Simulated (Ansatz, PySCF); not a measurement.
System: C₂H₃O₂, charge 0, multiplicity 2. It need not be the lowest isomer of its formula. 
Geometry from a B3LYP-D3(BJ)/def2-TZVP (Ansatz, a program for electronic structure) optimisation:
```xyz
7

C      0.0433     0.0886    -0.0502
O      0.2842     1.1633    -0.5641
O     -1.1757    -0.2094     0.4758
H     -1.7337     0.5723     0.3459
C      0.9861    -0.9936     0.0729
H      0.7081    -1.9254     0.5416
H      1.9810    -0.8476    -0.3170
```
Charge 0, spin multiplicity 2.

Dipole moments at this geometry, in debye (magnitudes).

```json
[
 {"level": "SVWN5/def2-TZVPD", "program": "Ansatz", "dipole (D)": "1.76"},
 {"level": "PBE/def2-TZVPD", "program": "Ansatz", "dipole (D)": "1.74"},
 {"level": "BLYP/def2-TZVPD", "program": "Ansatz", "dipole (D)": "1.75"},
 {"level": "revPBE/def2-TZVPD", "program": "Ansatz", "dipole (D)": "1.73"},
 {"level": "r2SCAN/def2-TZVPD", "program": "Ansatz", "dipole (D)": "1.78"},
 {"level": "B97M-V/def2-TZVPD", "program": "Ansatz", "dipole (D)": "1.77"},
 {"level": "B3LYP/def2-TZVPD", "program": "Ansatz", "dipole (D)": "1.81"},
 {"level": "BHLYP/def2-TZVPD", "program": "Ansatz", "dipole (D)": "1.88"},
 {"level": "TPSSh/def2-TZVPD", "program": "PySCF", "dipole (D)": "1.78"},
 {"level": "M06-2X/def2-TZVPD", "program": "PySCF", "dipole (D)": "1.88"},
 {"level": "HSE06/def2-TZVPD", "program": "Ansatz", "dipole (D)": "1.80"},
 {"level": "LC-wPBE/def2-TZVPD", "program": "Ansatz", "dipole (D)": "(withheld)"},
 {"level": "CCSD(T)/aug-cc-pVDZ", "program": "Ansatz", "dipole (D)": "(withheld)"}
]
```

### Question
Complete the blanks.

### Answer

- LC-wPBE/def2-TZVPD, dipole (D): 1.84
- CCSD(T)/aug-cc-pVDZ, dipole (D): 1.71
